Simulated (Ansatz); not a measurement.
# AlNH₃ (quartet): from Hartree-Fock to the top rungs at distance Al1–H4 along a hydrogen transfer = 1.586 Å, cc-pVDZ

Aim: climb from Hartree-Fock through coupled cluster and multireference methods for AlNH₃ (quartet) at one geometry and basis, and see what each rung misses.

Method: cc-pVDZ, core rule «outside noble gas», up to 6 orbitals frozen; program: Ansatz 0.2.0, Gaussian basis.

Plan: UHF; CCSD(T) on ROHF; CCSD(T) on UHF; BCCD(T) on ROHF; CISD; CCSDT(Q) on ROHF; CCSDT(Q) on UHF; CASSCF and MRCISD+Q, 5 electrons in 5 orbitals; CASSCF and NEVPT2, 5 electrons in 5 orbitals.

13 further runs of the same task are left out: 9 for a known fault of the program, 4 that didn't finish.

## Step 1: What is computed

The geometry derives from fragments relaxed apart (PBE0/def2-TZVP) and kept rigid, so it is no stationary point. A hydrogen atom is moved between rigid fragments.

5 atoms, charge 0, spin multiplicity 4.

Atoms are counted from 1 here; the program's logs count them from 0.

Bond lengths: Al1–H2 1.586 Å, Al1–H3 1.586 Å, Al1–H4 1.586 Å. Angles: H2–Al1–H3 120.0°, H2–Al1–H4 120.0°, H3–Al1–H4 120.0°.

## Step 2: UHF

Contents of in.yaml:

```yaml
crystal:
  periodic: [false, false, false]
  atoms:
    - {symbol: Al, position_ang: [-1.079175, 0.000000, 0.000000]}
    - {symbol: H, position_ang: [-1.872099, 1.373384, 0.000000]}
    - {symbol: H, position_ang: [-1.872099, -1.373384, 0.000000]}
    - {symbol: H, position_ang: [0.506672, 0.000000, 0.000000]}
    - {symbol: N, position_ang: [2.311825, 0.000000, 0.000000]}
basis:
  gaussian: {orbitals: cc-pVDZ}
magnetization: {spin_polarized: true, initial_magnetization: 3}
hamiltonian: {xc: hf}
output: {orbitals: {seedname: orbitals}}
```

Started as:

```bash
$ ansatz run in.yaml --threads 1 --pin off --events-out ev --progress --plain --max-ram 2393MiB
```

Further steps of the session: CCSD(T) on ROHF; CCSD(T) on UHF; BCCD(T) on ROHF; CISD; CCSDT(Q) on ROHF; CCSDT(Q) on UHF; CASSCF and MRCISD+Q, 5 electrons in 5 orbitals; CASSCF and NEVPT2, 5 electrons in 5 orbitals.

Before running them: what should the planned runs give, taken together? Wanted: UCCSDT(Q) below the RHF energy; RMP2 from UCCSDT(Q); UMP2 from UCCSDT(Q); RCCSD from UCCSDT(Q); RCCSD(T) from UCCSDT(Q); UCCSD(T) from UCCSDT(Q); RCCSDT(Q) from UCCSDT(Q); NEVPT2 pair from UCCSDT(Q); MRCISD+Q pair from UCCSDT(Q).

As calculated:

| quantity | value |
| --- | --- |
| UCCSDT(Q) below the RHF energy | -5.4397 eV |
| RMP2 from UCCSDT(Q) | +1202.4 meV |
| UMP2 from UCCSDT(Q) | +1185.0 meV |
| RCCSD from UCCSDT(Q) | +83.2 meV |
| RCCSD(T) from UCCSDT(Q) | +21.3 meV |
| UCCSD(T) from UCCSDT(Q) | +19.6 meV |
| RCCSDT(Q) from UCCSDT(Q) | +1.9 meV |
| NEVPT2 pair from UCCSDT(Q) | +1185.6 meV |
| MRCISD+Q pair from UCCSDT(Q) | -2.7 meV |
| levels within 1 kcal/mol (43 meV) | RCCSD(T), UCCSD(T), BCCD(T), RCCSDT, UCCSDT, RCCSDT(Q), MRCISD+Q pair |
| T1 diagnostic | 0.016 |

What this shows: RCCSD(T) misses by +21.3 meV, 0.4 % of the correlation energy. Of the multireference levels listed MRCISD+Q pair comes nearest in total energy (-2.7 meV), which doesn't show that its space is the better one. These misses are within one basis, not against nature; the frozen cores of restricted and unrestricted runs differ, which can shift their rows.
